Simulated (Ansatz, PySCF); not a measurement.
System: nitrogen trifluoride, NF3, charge 0, multiplicity 1. SMILES: FN(F)F
Structure (B3LYP-D3(BJ)/def2-TZVP (Ansatz, a first-principles code) minimum search):
```xyz
4

N     -0.0011     0.0133     0.4825
F      0.0003     1.2327    -0.1591
F      1.0712    -0.6215    -0.1057
F     -1.0707    -0.6215    -0.1104
```
Charge 0, spin multiplicity 1.

Wanted: atomisation energy (electronic, to ground-state atoms), in eV. Valence correlation only, unless marked. UHF or UKS for open shells. Spin-orbit coupling is left out. Non-relativistic. The coupled-cluster limit lacks core correlation, which all-electron functionals hold. CBS marks a two-point X^-3 extrapolation of the correlation energy; Hartree-Fock from the larger set.

```csv
level,program,atomisation energy (eV)
HF/STO-3G,Ansatz,2.07
HF/cc-pVDZ,Ansatz,0.91
HF/cc-pwCVTZ,Ansatz,1.56
HF/cc-pVQZ,Ansatz,1.58
HF-D3(BJ)/def2-TZVPD,PySCF + dftd3,1.86
SVWN5/def2-TZVPD,Ansatz,13.51
PBE-D3(BJ)/def2-TZVPD,Ansatz + dftd3,10.64
B3LYP-D3(BJ)/def2-TZVPD,Ansatz + dftd3,9.03
PBE0/def2-QZVPP,Ansatz,9.06
PW6B95/def2-TZVPD,PySCF,8.96
HSE06-D4/def2-TZVPD,Ansatz + dftd4,9.10
CAM-B3LYP/def2-TZVPD,Ansatz,9.12
wB97X-V/def2-TZVPD,Ansatz,9.22
RPA@PBE/cc-pVTZ,Ansatz,7.42
RPA@PBE/cc-pVQZ,Ansatz,7.72
MP2/cc-pwCVTZ,Ansatz,9.01
MP2/cc-pVQZ,Ansatz,9.36
"RI-MP2/CBS(aug-cc-pVTZ,aug-cc-pVQZ)",Ansatz,9.65
CCSD(T)/aug-cc-pVTZ,Ansatz,8.54
CCSD(T) with core electrons/cc-pwCVTZ,Ansatz,8.32
"CCSD(T)/CBS(cc-pVTZ,cc-pVQZ)",Ansatz,8.87
```
